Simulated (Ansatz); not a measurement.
Species: C₃H₇O, charge -1, multiplicity 1. It need not be the lowest isomer of its formula. Whether it binds its extra electron was not tested at this geometry. 
Coordinates optimised at B3LYP-D3(BJ)/def2-TZVP (Ansatz, an electronic-structure program):
```
C
C 1 1.5132
H 2 1.0961 1 111.95
H 2 1.0979 3 107.36 1 121.56
H 2 1.1263 3 106.50 4 114.05
C 1 1.5132 2 108.07 3 -174.80
H 6 1.0961 1 111.95 2 174.80
H 6 1.0979 7 107.36 1 -121.56
H 6 1.1263 7 106.50 8 -114.05
O 1 1.5152 2 104.54 3 -63.84
H 10 0.9565 1 102.08 2 123.26
```
Charge -1, spin multiplicity 1.

Total electronic energies in hartree. Correlated levels leave the core frozen unless marked. No spin-orbit coupling. Non-relativistic. 

```json
[
 {"level": "HF/6-31G*", "program": "Ansatz", "energy (Eh)": "-192.40408"},
 {"level": "RI-HF/cc-pVTZ", "program": "Ansatz", "energy (Eh)": "-192.49780"},
 {"level": "PBE/def2-TZVPD", "program": "Ansatz", "energy (Eh)": "-193.52375"},
 {"level": "revPBE/def2-TZVPD", "program": "Ansatz", "energy (Eh)": "-193.70960"},
 {"level": "r2SCAN/def2-TZVPD", "program": "Ansatz", "energy (Eh)": "-193.65192"},
 {"level": "r2SCAN-D3(BJ)/def2-TZVPD", "program": "Ansatz + dftd3", "energy (Eh)": "-193.65370"},
 {"level": "B3LYP-D4/def2-TZVPD", "program": "Ansatz + dftd4", "energy (Eh)": "-193.78951"},
 {"level": "PBE0/STO-3G", "program": "Ansatz", "energy (Eh)": "-190.83539"},
 {"level": "PBE0-D3(BJ)/def2-TZVP", "program": "Ansatz + dftd3", "energy (Eh)": "-193.53153"},
 {"level": "PBE0/def2-TZVP", "program": "Ansatz", "energy (Eh)": "-193.52604"},
 {"level": "r2SCANh/def2-TZVPD", "program": "Ansatz", "energy (Eh)": "-193.64106"},
 {"level": "LC-wPBE-D3(BJ)/def2-TZVPD", "program": "Ansatz + dftd3", "energy (Eh)": "-193.65151"},
 {"level": "wB97X-V/def2-TZVPD", "program": "Ansatz", "energy (Eh)": "-193.70334"},
 {"level": "B2PLYP-D3(BJ)/def2-TZVPD", "program": "Ansatz + dftd3", "energy (Eh)": "-193.60241"},
 {"level": "B2PLYP/def2-TZVPD", "program": "Ansatz", "energy (Eh)": "-193.59758"},
 {"level": "MP2/cc-pVTZ", "program": "Ansatz", "energy (Eh)": "-193.29134"},
 {"level": "SCS-MP2/6-31G", "program": "Ansatz", "energy (Eh)": "-192.73421"},
 {"level": "SCS-MP2/6-31G*", "program": "Ansatz", "energy (Eh)": "-192.97737"},
 {"level": "SCS-MP2/cc-pVDZ", "program": "Ansatz", "energy (Eh)": "-193.06018"},
 {"level": "CCSD/6-31G", "program": "Ansatz", "energy (Eh)": "-192.77289"},
 {"level": "CCSD/6-31G*", "program": "Ansatz", "energy (Eh)": "-193.02807"},
 {"level": "CCSD/cc-pVTZ", "program": "Ansatz", "energy (Eh)": "-193.32412"}
]
```

Totals of different functionals don't rank their quality; only differences between species are comparable.
